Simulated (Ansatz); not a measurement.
Process, species as SMILES: [SiH3] (SiH3) → [SiH3-] (an electron is taken up)
B3LYP-D3(BJ)/def2-TZVP geometries, fixed; electronic energies without zero-point terms; positive where energy is released.
Largest species:
```
Si
H 1 1.4828
H 1 1.4828 2 111.02
H 1 1.4828 2 111.02 3 124.02
```
Charge 0, spin multiplicity 2.

Basis-set convergence of the adiabatic electron affinity at PBE with Ansatz (a first-principles code). Cartesian d functions, on some or all atoms, in 6-31G*, 6-31+G*, 6-311G**, 6-311+G**; all else is spherical. The program fits the integrals of some runs and decomposes those of others, by size. Open shells are unrestricted. No added dispersion term, no relativity. Functions are those of the species that has most. Reference: the value in aug-pcseg-3, 1.358 eV, itself unsure by roughly 0.016 eV (its mean distance from aug-cc-pV(Q+d)Z, def2-QZVPPD). Deviations are taken from unrounded values.

| basis | functions | adiabatic electron affinity (eV) |
|---|---|---|
| 6-31G* | 25 | 1.056 |
| 6-31+G* | 29 | 1.341 |
| def2-SVP | 33 | 1.019 |
| def2-SVPD | 48 | 1.180 |
| pcseg-1 | 33 | 1.231 |
| aug-pcseg-1 | 54 | 1.385 |
| cc-pV(D+d)Z | 38 | 1.045 |
| aug-cc-pV(D+d)Z | 59 | 1.384 |
| 6-311G** | 45 | 1.242 |
| 6-311+G** | 49 | 1.355 |
| def2-TZVP | 55 | 1.214 |
| def2-TZVPD | 70 | 1.286 |
| pcseg-2 | 76 | 1.289 |
| aug-pcseg-2 | 119 | 1.363 |
| cc-pV(T+d)Z | 81 | 1.177 |
| aug-cc-pV(T+d)Z | 124 | 1.364 |
| def2-TZVPP | 84 | 1.214 |
| def2-TZVPPD | 99 | 1.288 |
| cc-pV(Q+d)Z | 154 | 1.279 |
| aug-cc-pV(Q+d)Z | 227 | 1.353 |
| def2-QZVPP | 160 | 1.304 |
| def2-QZVPPD | 175 | 1.331 |
| pcseg-3 | 163 | 1.338 |
| aug-pcseg-3 | 236 | 1.358 |

What the diffuse functions change, pair by pair:
- 6-31G* to 6-31+G*: 4 more functions, deviation -0.303 to -0.017 eV
- def2-SVP to def2-SVPD: 15 more functions, deviation -0.339 to -0.178 eV
- pcseg-1 to aug-pcseg-1: 21 more functions, deviation -0.127 to 0.026 eV
- cc-pV(D+d)Z to aug-cc-pV(D+d)Z: 21 more functions, deviation -0.313 to 0.026 eV
- 6-311G** to 6-311+G**: 4 more functions, deviation -0.116 to -0.003 eV
- def2-TZVP to def2-TZVPD: 15 more functions, deviation -0.144 to -0.073 eV
- pcseg-2 to aug-pcseg-2: 43 more functions, deviation -0.069 to 0.005 eV
- cc-pV(T+d)Z to aug-cc-pV(T+d)Z: 43 more functions, deviation -0.181 to 0.006 eV
- def2-TZVPP to def2-TZVPPD: 15 more functions, deviation -0.145 to -0.070 eV
- cc-pV(Q+d)Z to aug-cc-pV(Q+d)Z: 73 more functions, deviation -0.079 to -0.005 eV
- def2-QZVPP to def2-QZVPPD: 15 more functions, deviation -0.054 to -0.027 eV
- pcseg-3 to aug-pcseg-3: 73 more functions, deviation -0.020 to 0.000 eV

Leaving out the reference's own pair, they bring the value nearer the reference by more than 0.016 eV in 11 of 11 pairs.
